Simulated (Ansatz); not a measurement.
# CH₅N (triplet): wave-function methods side by side at distance C1–H5 along a hydrogen transfer = 1.355 Å, cc-pVDZ

One table from this session's results is given with a row withheld; the runs are named, their logs left out.

Method: cc-pVDZ, core rule «outside noble gas», up to 2 orbitals frozen; program: Ansatz 0.2.0, Gaussian basis.

Plan: UHF; CCSD(T) on ROHF; CCSD(T) on UHF; BCCD(T) on ROHF; CISD; CCSDT(Q) on ROHF; CCSDT(Q) on UHF; CASSCF and MRCISD+Q, 4 electrons in 4 orbitals; CASSCF and NEVPT2, 4 electrons in 4 orbitals.

### The geometry

The geometry derives from fragments relaxed apart (PBE0/def2-TZVP) and kept rigid, so it is no stationary point. A hydrogen atom is moved between rigid fragments.

7 atoms, charge 0, spin multiplicity 3.

Atoms are counted from 1 here; the program's logs count them from 0.

Bond lengths: C1–H2 1.090 Å, C1–H3 1.090 Å, C1–H4 1.090 Å, C1–H5 1.355 Å, N6–H7 1.040 Å. Angles: H2–C1–H3 109.5°, H2–C1–H4 109.5°, H2–C1–H5 109.5°, H3–C1–H4 109.5°, H3–C1–H5 109.5°, H4–C1–H5 109.5°.

The first run:

in.yaml reads:

```yaml
crystal:
  periodic: [false, false, false]
  atoms:
    - {symbol: C, position_ang: [-1.346841, 0.032592, 0.000000]}
    - {symbol: H, position_ang: [-1.710047, 1.059892, 0.000000]}
    - {symbol: H, position_ang: [-1.710047, -0.481059, 0.889668]}
    - {symbol: H, position_ang: [-1.710046, -0.481059, -0.889669]}
    - {symbol: H, position_ang: [0.008159, 0.032592, 0.000000]}
    - {symbol: N, position_ang: [1.403159, 0.032592, 0.000000]}
    - {symbol: H, position_ang: [1.672241, -0.971635, 0.000000]}
basis:
  gaussian: {orbitals: cc-pVDZ}
magnetization: {spin_polarized: true, initial_magnetization: 2}
hamiltonian: {xc: hf}
output: {orbitals: {seedname: orbitals}}
```

Started as:

```
$ ansatz run in.yaml --threads 1 --pin off --events-out ev --progress --plain --max-ram 2816MiB --backend cpu
```

Among the steps run: UHF; CCSD(T) on ROHF; CCSD(T) on UHF; BCCD(T) on ROHF; CISD; CCSDT(Q) on ROHF; CCSDT(Q) on UHF; CASSCF and MRCISD+Q, 4 electrons in 4 orbitals; CASSCF and NEVPT2, 4 electrons in 4 orbitals.

One of the session's tables, all rows but one given; the rest of the session is left out.

It belongs to the step «Misses and costs». 

```
       method  from UCCSDT(Q) (kcal/mol)
         ROHF                    +217.87
          UHF                    +209.50
         RMP2                     +32.94
         UMP2                     +33.11
         CISD                     +24.68
        RCCSD                      +5.79
        UCCSD                      +5.57
     RCCSD(T)                      +0.90
     UCCSD(T)                      +0.89
      BCCD(T)                      +0.90
       RCCSDT                      +0.31
       UCCSDT                      +0.27
    RCCSDT(Q)                          ?
    UCCSDT(Q)                          0
  CASSCF pair                    +201.25
  NEVPT2 pair                     +30.67
  MRCISD pair                     +20.98
MRCISD+Q pair                      +2.65
```

Estimate the missing values for RCCSDT(Q).

The run gave: from UCCSDT(Q) (kcal/mol): +0.03. In the column «from UCCSDT(Q) (kcal/mol)» it lies between UCCSDT(Q) (0) and UCCSDT (+0.27).

To keep in mind: Restricted and unrestricted rows rest on different reference determinants; where their highest levels disagree by more than a few hundredths of an eV, they describe different states and don't form one ladder.
